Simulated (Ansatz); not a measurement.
Results of LDA (PAW; Ansatz, a program for electronic structure) for cubic Cu3N.

Numerical settings: plane-wave cutoff 500 eV, 10×10×10 k mesh, Fermi–Dirac smearing 0.05 eV, no spin polarisation, scalar-relativistic PAW data made under PBE.

Computed at the level's own relaxed cell.

**Question.** Estimate the equilibrium volume per atom and lattice parameter a that the calculation returns.

**Answer.** 
- equilibrium volume per atom = 12.88 Å³/atom
- lattice parameter a = 3.721 Å

Note: the volume lies 7 % below that of the published cell.

The computed numbers hold no vibrational or temperature effects.

Computing time: very roughly 40 core-seconds.
